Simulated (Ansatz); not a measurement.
Ideal-gas functions of H2MgN (`[NH2][Mg]`) radical at 800 K and 1 bar, from an Ansatz frequency run at PBE0-D4/def2-TZVP.

Molar mass 40.33 g/mol, point group C2v (symmetry number 2), electronic degeneracy 2, moments of inertia 1.336, 38.224, 39.561 u Å². Harmonic wavenumbers (cm⁻¹, unscaled): 224, 470, 672, 1541, 3563, 3651.

Use S(trans) = R[1.5 ln M + 2.5 ln T − 1.1517]; rotational temperatures θ = 24.2544 K / I; S(rot) = R[ln(√π/σ · √(T³/θAθBθC)) + 1.5]; for each mode x = 1.438777 ν̃/T, S = R[x/(eˣ − 1) − ln(1 − e⁻ˣ)] and H = RT x/(eˣ − 1); 1 cm⁻¹ = 0.0119627 kJ/mol; R = 8.31446 J/(mol·K).

By hand: the entropy, in J/(mol·K).

Translation 175.5. Rotation: θ = 18.1545, 0.6345, 0.6131 K, giving 86.7. Vibration, mode by mode: 15.93, 9.96, 7.23, 2.08, 0.10, 0.09, in all 35.4. Electronic 5.8. Sum 303.4 J/(mol·K).

By hand: H − E and G − E in kJ/mol, counted from the electronic energy.

Zero-point energy ½ × 10121 × 0.0119627 = 60.5; thermal vibration 14.4; translation, rotation and pV give 4 RT = 26.6. H − E = 101.5 kJ/mol, and G − E = 101.5 − 800 × 303.4/1000 = -141.2 kJ/mol.

Vibration gives 12 % of the entropy.
